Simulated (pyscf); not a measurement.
# Routes from HO–B(F)–F (SMILES OB(F)F) + H₂ (SMILES [H][H])

Candidate steps break at most two bonds and form at most two. Each was searched with GFN2-xTB (tblite) first. Optimised with ωB97X-D3(BJ)/def2-SVP in PySCF. Energies: ωB97M-D3(BJ)/def2-TZVP, kJ/mol, from the separated reactants, singlet surface; ΔG‡ with ideal gas, 1 atm, RRHO with modes under 100 cm⁻¹ raised to 100, one conformer, R ln 2 for chiral ones without a mode under 150 cm⁻¹.

```tsv
products	type	ΔE‡	ΔE	ΔG‡ 298 K	ΔG‡ 900 K	ν‡ (cm⁻¹)
F–BH–F + H₂O	four-centre exchange	195.6	+111.5	236.9	313.9	1476i
HO–BH–F + HF	four-centre exchange	222.7	+121.8	262.6	335.9	1229i
HO–B(F)–F + H₂	four-centre exchange	298.6	0.0	323.8	390.5	2579i
```

Row 1: On the product side the descent ends in an adduct with a B–O contact (not fully relaxed), 33.6 kJ/mol under the separated species and 120.6 kJ/mol under the saddle at ωB97X-D3(BJ)/def2-TZVP. Row 2: On the product side the descent ends in a complex, 18.0 kJ/mol under the separated species and 121.7 kJ/mol under the saddle at ωB97X-D3(BJ)/def2-TZVP. 

Plain bond fissions and candidates not yet searched are not listed, and one of them may be faster. Each barrier is that of the saddle found; lower ones may exist.
